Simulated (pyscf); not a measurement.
PySCF, gas phase, ωB97X-D3(BJ)/def2-SVP geometries. Correlated levels are frozen-core, on RHF or UHF. ΔMP2 is the change of the MP2 total energy from the triple- to the quadruple-zeta basis.

**Question.** F–CH₂–F + H• -> •H₂C–F + HF
Surface: doublet. Broken: C–H, C–F. Formed: C–H, F–H. Give ΔE‡ and ΔE from CCSD(T)/def2-TZVPP + ΔMP2(QZVPP), relative to the separated reactants.

**Answer.** ΔE‡ = 43.1 kcal/mol, ΔE = -18.2 kcal/mol. Zero-point energy shifts the barrier by +0.7 kcal/mol. It is a concerted two-bond exchange, with an imaginary mode of 1291i cm⁻¹. The same reactants have a lower exit, to F–CH•–F + H₂ (barrier +11.6 kcal/mol at ωB97M-D3(BJ), against +40.3 kcal/mol here). Another saddle between the same species, by other bonds, lies lower (35.1 kcal/mol against 40.3 kcal/mol at ωB97M-D3(BJ)). The CCSD(T) − MP2 part came from Ansatz, without density fitting, on the same reference.
